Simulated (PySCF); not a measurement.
**NaB: script and output**

Input:

```python
from pyscf import gto, dft

mol = gto.M(
    atom='Na 0 0 0; B 0 0 2.748',
    basis='pcseg-1',
    charge=0,
    spin=0,
    verbose=3,
)
mf = dft.UKS(mol, xc='pbesol')
mf.kernel()
mf.analyze()
print('orbital energies (hartree):', [e[max(0, n-3):n+3].round(4) for e, n in zip(mf.mo_energy, mol.nelec)])
```

```bash
$ OMP_NUM_THREADS=1 python input.py
```

It prints (some set-up lines and the per-cycle HOMO/LUMO lines with their warnings removed):

```
converged SCF energy = -186.26343457771  <S^2> = 4.8814286e-12  2S+1 = 1
**** MO energy ****
                             alpha | beta                alpha | beta
MO #1   energy= -37.7855917917496  | -37.7855917887748  occ= 1 | 1
MO #2   energy= -6.53493295329876  | -6.53493297374343  occ= 1 | 1
MO #3   energy= -2.05065316768805  | -2.05065316173772  occ= 1 | 1
MO #4   energy= -1.03496490265866  | -1.0349648946995   occ= 1 | 1
MO #5   energy= -1.03496490265866  | -1.0349648946995   occ= 1 | 1
MO #6   energy= -1.03331025030601  | -1.03331024397692  occ= 1 | 1
MO #7   energy= -0.310924937679642 | -0.310925004385812 occ= 1 | 1
MO #8   energy= -0.11177114262041  | -0.111771196641294 occ= 1 | 1
MO #9   energy= -0.10188354214331  | -0.10188356766811  occ= 0 | 0
MO #10  energy= -0.101883542143309 | -0.101883567668109 occ= 0 | 0
MO #11  energy= -0.0631628012811933 | -0.0631627453171553 occ= 0 | 0
[13 lines left out]

To work with the spin densities directly, `use mulliken_meta_spin()` only printing them here.

 ** Mulliken spin pop alpha/beta on meta-lowdin orthogonal AOs **
 ** Mulliken Spin Density (per atom)  **
spin density of  0 Na =      0.00000
spin density of  1 B =     -0.00000
 ** Mulliken pop alpha/beta on meta-lowdin orthogonal AOs **
 ** Mulliken atomic charges   ( Nelec_alpha | Nelec_beta ) **
charge of  0Na =      0.23801  (     5.38099      5.38099 )
charge of  1B =     -0.23801  (     2.61901      2.61901 )
Dipole moment(X, Y, Z, Debye): -0.00000, -0.00000, -3.79346
orbital energies (hartree): [array([-1.0333, -0.3109, -0.1118, -0.1019, -0.1019, -0.0632]), array([-1.0333, -0.3109, -0.1118, -0.1019, -0.1019, -0.0632])]
```

In short: E(SCF) = -186.263435 Eh, μz(SCF) = -3.79 D.

Hardware: Arm Neoverse V1, 1 thread, shared host. Wall time 1.6 s, peak memory 0.15 GiB.

The bond length is a typed value, not an optimised one. No search for the lowest solution was made.
